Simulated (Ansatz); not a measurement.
**CHFO (formyl fluoride) at CCSD(T)/STO-3G**

Aim: the energy change on altering one bond length of CHFO (formyl fluoride) at CCSD(T)/STO-3G, from 2 runs. 

The results are computed with Ansatz 0.2.0.

62 further runs of the same task are left out: 2 that didn't finish, 60 set aside as unsound or not needed.

### Step 1. The structure to begin with

The species is CHFO (4 atoms), meant as a singlet with charge 0. SMILES: `O=CF`. The coordinates come from a PBE0-D4/def2-TZVP relaxation.

Bond lengths: O1–C2 1.174 Å, C2–F3 1.336 Å, C2–H4 1.097 Å. Angles: O1–C2–F3 122.9°, O1–C2–H4 127.8°, F3–C2–H4 109.3°.

### Step 2. The energy at CCSD(T)/STO-3G

input.yaml

```yaml
crystal:
  periodic: [false, false, false]
  atoms:
    - {symbol: O, position_ang: [-0.889340, 0.201180, 0.827740]}
    - {symbol: C, position_ang: [-0.046400, 0.067520, 0.021620]}
    - {symbol: F, position_ang: [0.585200, -1.091810, -0.181820]}
    - {symbol: H, position_ang: [0.350540, 0.823120, -0.667550]}
basis:
  gaussian: {orbitals: STO-3G}
accuracy: high
correlation: {method: ccsd_t, frozen_orbitals: {C: 1, F: 1, H: 0, O: 1}}
scf: {omitted_lower_state_checks: [cluster_reference, increment]}
```

On the command line:

```console
ansatz run input.yaml --threads 1 --pin off --max-ram 3480MiB --events-out events.jsonl --progress --plain --runs-dir runs
```

Standard output, shortened:

```text
Warning: RAYON_NUM_THREADS=1 ignored (pool sized by the plan → 1); use --threads N
Functional definition: HF
  name "HF"
[...]
273 factors; integrals over basis functions are off by at most 4.8e-8 eV
[...]
mean field -5709.68744653 eV, -209.8271434948 hartree, gradient 1.5e-8 eV, S^2 0.000000; 0 other end points of the search recorded, 0 dependent functions left out; unrestricted orbitals would lower it
3 core orbitals not correlated: weight in the atoms' cores, before any rotation towards them, 1.000 or more for the frozen orbitals, at most 0.000 for the correlated occupied ones
reference -5709.68744653 eV, -209.8271434948 hartree; 9, 9 occupied and 4, 4 virtual orbitals, 273 factors
second order -3.56835461 eV of doubles, -0.00000000 eV of singles
cycle   1  -3.85124262 eV  change   -2.8e-1 eV  update   7.9e-2
[...]
cycle  23  -4.14790069 eV  change  -2.6e-10 eV  update  1.3e-10
perturbative correction -0.16038320 eV, -0.0058939739 hartree
Total energy: -5713.99573042 eV, -209.9854700077 hartree
Checks for a lower state left out: cluster_reference, increment
```

Run time: 0.3 s. Hardware: 1 thread of Intel Xeon Platinum 8259CL at 2.50GHz (Skylake/Cascade Lake), shared host.

### Step 3. The distorted shape at the same level

in.yaml

```yaml
crystal:
  periodic: [false, false, false]
  atoms:
    - symbol: O
      position_ang: [-0.988585, 0.012261, 1.000050]
    - symbol: C
      position_ang: [-0.145645, -0.121399, 0.193930]
    - symbol: F
      position_ang: [0.485955, -1.280729, -0.009510]
    - symbol: H
      position_ang: [0.350540, 0.823120, -0.667550]
basis:
  gaussian:
    orbitals: STO-3G
scf:
  omitted_lower_state_checks: [cluster_reference, increment]
correlation:
  method: ccsd_t
  frozen_orbitals: {C: 1, F: 1, H: 0, O: 1}
accuracy: high
```

On the command line:

```console
ansatz run in.yaml --threads 1 --pin off --max-ram 3480MiB --events-out events.jsonl --progress --plain --runs-dir runs
```

Standard output, shortened:

```text
Warning: RAYON_NUM_THREADS=1 ignored (pool sized by the plan → 1); use --threads N
[... 2 set-up lines as earlier in the session ...]
[...]
273 factors; integrals over basis functions are off by at most 3.0e-8 eV
[...]
mean field -5708.70219943 eV, -209.7909363315 hartree, gradient 1.4e-8 eV, S^2 0.000000; 0 other end points of the search recorded, 0 dependent functions left out; unrestricted orbitals would lower it
3 core orbitals not correlated: weight in the atoms' cores, before any rotation towards them, 1.000 or more for the frozen orbitals, at most 0.000 for the correlated occupied ones
reference -5708.70219943 eV, -209.7909363315 hartree; 9, 9 occupied and 4, 4 virtual orbitals, 273 factors
second order -3.85542923 eV of doubles, -0.00000000 eV of singles
cycle   1  -4.15778983 eV  change   -3.0e-1 eV  update   9.1e-2
[...]
cycle  21  -4.52716063 eV  change   8.6e-10 eV  update   1.2e-9
perturbative correction -0.19575612 eV, -0.0071939047 hartree
Total energy: -5713.42511618 eV, -209.9645003209 hartree
Checks for a lower state left out: cluster_reference, increment
```

It took 0.26 s on 1 thread of Intel Xeon Platinum 8259CL at 2.50GHz (Skylake/Cascade Lake), shared host.

### Step 4. Outcome

At CCSD(T)/STO-3G, 3 core orbitals frozen:

| quantity | value |
| --- | --- |
| first shape: total energy | -209.98547 Eh |
| first shape: correlation energy (3 core orbitals frozen) | -158.3 mEh |
| first shape: (T) correction | -5.89 mEh |
| first shape: T1 diagnostic | 0.013 |
| distorted shape: total energy | -209.96450 Eh |
| distorted shape: correlation energy (3 core orbitals frozen) | -173.6 mEh |
| distorted shape: (T) correction | -7.19 mEh |
| distorted shape: T1 diagnostic | 0.015 |
| energy change with the C2–H4 bond stretched from 1.097 to 1.371 Å | 0.571 eV |

In words: With the C2–H4 bond stretched from 1.097 to 1.371 Å the energy rises by 0.57 eV (55.1 kJ/mol). The first shape isn't relaxed at this level, so the change isn't measured from a minimum. The minimal basis adds a large error of its own. The restricted solution (first shape) is unstable to spin breaking: an unrestricted one lies lower. The triples (first shape) make up 3.7 % of the correlation energy. The restricted solution (distorted shape) is unstable to spin breaking: an unrestricted one lies lower. The triples (distorted shape) make up 4.1 % of the correlation energy.
